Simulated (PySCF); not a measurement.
## Dipole moment and polarisability across levels of theory

Species: 1,1,1-trichloropropane, C₃H₅Cl₃.
Numbering: `[CH3:1][CH2:2][C:3]([Cl:4])([Cl:5])[Cl:6]` (hydrogens: H7, H8, H9 on C1; H10, H11 on C2)

PySCF, dipoles from the SCF density, polarisabilities from static response with core orbitals frozen. Isolated species at its PBE0-D3(BJ)/def2-SVP geometry, gas phase.

The anisotropy is √(½[(α1 − α2)² + (α2 − α3)² + (α3 − α1)²]).

| level | μ (D) | α (Å³) | anisotropy (Å³) |
| --- | --- | --- | --- |
| LDA/def2-SVPD | 2.043 | 12.35 | 1.32 |
| PBE/def2-SVPD | 2.022 | 12.24 | 1.31 |
| B3LYP/def2-SVPD | 2.024 | 11.87 | 1.24 |
| PBE0/def2-SVPD | 2.068 | 11.74 | 1.22 |
| BHandHLYP/def2-SVPD | 2.071 | 11.44 | 1.17 |
| CAM-B3LYP/def2-SVPD | 2.035 | 11.65 | 1.18 |
| wB97X-D/def2-SVPD | 2.101 | 11.59 | 1.18 |
| LC-wPBE/def2-SVPD | 2.075 | 11.33 | 1.12 |
| HF/def2-SVPD | 2.149 | 11.04 | 1.13 |
| PBE0/6-31G* | 2.174 | 9.05 | 1.27 |
| PBE0/def2-SVP | 1.847 | 8.88 | 1.23 |
| PBE0/def2-TZVP | 1.981 | 10.77 | 1.32 |

The dipole runs from 1.85 D (PBE0/def2-SVP) to 2.17 D (PBE0/6-31G*). No reference polarisability is at hand; against PBE0 in the largest diffuse basis at hand (def2-SVPD) the other PBE0 rows deviate by 6-31G* -23%, def2-SVP -24%, def2-TZVP -8%. In one basis (def2-SVPD) the functionals order the polarisability from HF (lowest) to LDA (highest), a spread of 12%. With PBE0 the polarisability is 9.57 Å³ without diffuse functions (mean of 6-31G*, def2-SVP and def2-TZVP) and 11.74 Å³ with them (def2-SVPD).
